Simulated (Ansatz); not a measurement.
The input, for Ansatz 0.2.0:

```yaml
crystal:
  periodic: [false, false, false]
  atoms:
    - {symbol: Al, position_ang: [0.000000, 0.000000, 0.000000]}
    - {symbol: H, position_ang: [0.000000, 0.000000, 1.279000]}
basis:
  gaussian: {orbitals: cc-pVQZ}
total_charge: 1
magnetization: {spin_polarized: false, initial_magnetization: 1}
correlation: {method: fci, electrons: outside_noble_gas}
```

```sh
$ ansatz run in.yaml --threads 1 --pin off --events-out ev --progress --plain --max-ram 2393MiB
```

The program prints:

```
956 factors; integrals over basis functions are off by at most 1.6e-7 eV
mean field evaluation 1: about -6589.0514 eV, gradient 7.9e0 eV
mean field evaluation 2: about -6589.0516 eV, gradient 7.9e0 eV
mean field evaluation 4: about -6589.5252 eV, gradient 9.2e-1 eV
mean field evaluation 8: about -6589.5475 eV, gradient 6.9e-4 eV
mean field -6589.54750572 eV, -242.1614042793 hartree, gradient 6.9e-7 eV, S^2 0.750000; 0 other end points of the search recorded, 0 dependent functions left out
mean field evaluation 16: about -6589.5893 eV, gradient 2.3e-1 eV
5 core orbitals not correlated: weight in the atoms' cores, before any rotation towards them, 1.000 or more for the frozen orbitals, at most 0.000 for the correlated occupied ones
reference -6589.54750572 eV, -242.1614042793 hartree; 2, 1 occupied and 82, 83 virtual orbitals, 956 factors
state -6590.85170974 eV, -242.2093328934 hartree
Total energy: -6590.85170974 eV, -242.2093328934 hartree
```

Natural occupations: 1.9480 0.9912 0.0155 0.0137 0.0137 0.0047 0.0047 0.0046 0.0011 0.0005 0.0003 0.0003 0.0002 0.0002 0.0002 0.0001 0.0001 0.0001 0.0001 0.0001 0.0001 0.0000 0.0000 0.0000.

Ran on 1 thread of Arm Neoverse V2, shared host: 4.5 s wall, 0.28 GiB peak host memory.
